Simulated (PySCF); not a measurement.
# Fractional electron number in Cl (chlorine, neutral)

The 3p beta orbital of [Ne] 3s2 3p5 is emptied in steps (occupation f), with all orbitals relaxed, ending at [Ne] 3s2 3p4. Computed with PySCF 2.14 in aug-cc-pV(T+d)Z, with the non-relativistic Hamiltonian (point nucleus). The exact energy is a straight line in f; departures are measured from the line between the end points of the same method.

```csv
f,UHF (eV),LDA (eV),PBE (eV),PBE0 (eV),r2SCAN (eV),LC-wPBE (eV),BHandHLYP (eV),wB97X (eV),r2SCAN0 (eV),TPSS (eV)
1,0.000,0.000,0.000,0.000,0.000,0.000,0.000,0.000,0.000,0.000
0.75,0.235,-0.943,-0.911,-0.630,-0.847,-0.090,-0.365,-0.165,-0.585,-0.881
0.5,0.300,-1.265,-1.216,-0.839,-1.117,-0.117,-0.493,-0.222,-0.769,-1.175
0.25,0.216,-0.953,-0.910,-0.626,-0.819,-0.083,-0.375,-0.170,-0.562,-0.877
0,0.000,0.000,0.000,0.000,0.000,0.000,0.000,0.000,0.000,0.000
```

Q: For LC-wPBE, how does the orbital energy at f = 1 compare with the removal energy?

A: −ε = 12.581 eV against a total-energy difference of 13.064 eV. By Janak's theorem ε = ∂E/∂f, so the gap between them reflects the curvature. Along the path −ε is 12.828 (f = 0.75), 13.081 (f = 0.5), 13.308 (f = 0.25) eV.

| method | E(f=0) − E(f=1) (eV) | −ε at f=1 (eV) | −ε at f=0.5 (eV) |
| --- | --- | --- | --- |
| UHF | 11.775 | 13.091 | 11.723 |
| LDA | 13.207 | 8.218 | 13.180 |
| PBE | 12.978 | 8.139 | 12.981 |
| PBE0 | 12.962 | 9.609 | 12.972 |
| r2SCAN | 13.011 | 8.471 | 13.082 |
| LC-wPBE | 13.064 | 12.581 | 13.081 |
| BHandHLYP | 12.883 | 10.965 | 12.856 |
| wB97X | 13.005 | 12.138 | 12.993 |
| r2SCAN0 | 12.972 | 9.834 | 13.030 |
| TPSS | 12.961 | 8.272 | 12.972 |

Reference removal energy between the ground levels: 12.968 eV (measured; NIST Atomic Spectra Database, ionization energies). The calculation has no spin-orbit coupling. UHF lacks correlation.
